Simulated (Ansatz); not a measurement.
A nudged elastic band was laid between two geometries of BClH2 + H2 (6 atoms, charge 0, multiplicity 1).

All numbers below come from RKS B3LYP/def2-SVP in Ansatz 0.2.0.

```
movable images  : 5
climbing image  : yes
spring          : 50.0 eV/Å²
optimiser       : quadratic models (default)
start path      : through a guess of the saddle point
force threshold : 0.05 eV/Å
iteration limit : 60
end points      : relaxed
```

Initial state:

```xyz
6
Properties=species:S:1:pos:R:3
B -0.015 0.549 0.172
Cl -0.036 1.154 1.812
H 1.050 0.390 -0.360
H -1.066 0.320 -0.361
H 0.111 -2.624 0.426
H 0.074 -2.459 1.168
```

Final state:

```xyz
6
Properties=species:S:1:pos:R:3
B 0.018 -0.263 -0.358
Cl 0.001 -0.154 2.189
H 1.040 0.364 -0.479
H -1.045 0.288 -0.490
H 0.062 -1.469 -0.353
H 0.042 -1.436 2.348
```

(1) What changes between the two ends?

(2) What energy profile does the band end with?

(3) What is the geometry of the highest image?

The band took 11 iterations and roughly 60 core-seconds.

Results:

(1) Bonds broken: B1–Cl2, H5–H6. Bonds formed: B1–H5, Cl2–H6. BClH2 + H2 becomes BH3 + ClH.

(2) The forces met the threshold. The highest image is number 4 of 0 to 6, 1.08 eV above the first end and 0.36 eV above the last; the last end lies 0.72 eV above the first. Another band between the same ends (5 images) ends at a top of the same energy, where a vibrational analysis finds 1 clearly imaginary mode. The orbitals stay closed-shell, which can raise the energy where a bond breaks towards radicals; this wasn't checked here.

```
image  path coordinate (Å)  energy (eV)  B1–Cl2 (Å)  H5–H6 (Å)  B1–H5 (Å)
    0                 0.00         0.00        1.75       0.76       3.19
    1                 0.62         0.02        1.75       0.76       2.63
    2                 1.23         0.13        1.77       0.76       2.12
    3                 1.85         0.46        1.86       0.80       1.56
    4                 2.47         1.08        2.16       1.15       1.27
    5                 3.18         0.81        2.60       1.87       1.21
    6                 3.89         0.72        2.55       2.70       1.21
```

(3) 
```xyz
6
Properties=species:S:1:pos:R:3
B 0.016 -0.270 0.023
Cl 0.000 0.028 2.159
H 1.071 0.153 -0.351
H -1.060 0.091 -0.358
H 0.052 -1.537 0.153
H 0.038 -1.135 1.229
```

Time of the run: 56 s on 1 thread of Arm Neoverse V2, with other jobs on the host, peak memory 0.095 GiB.
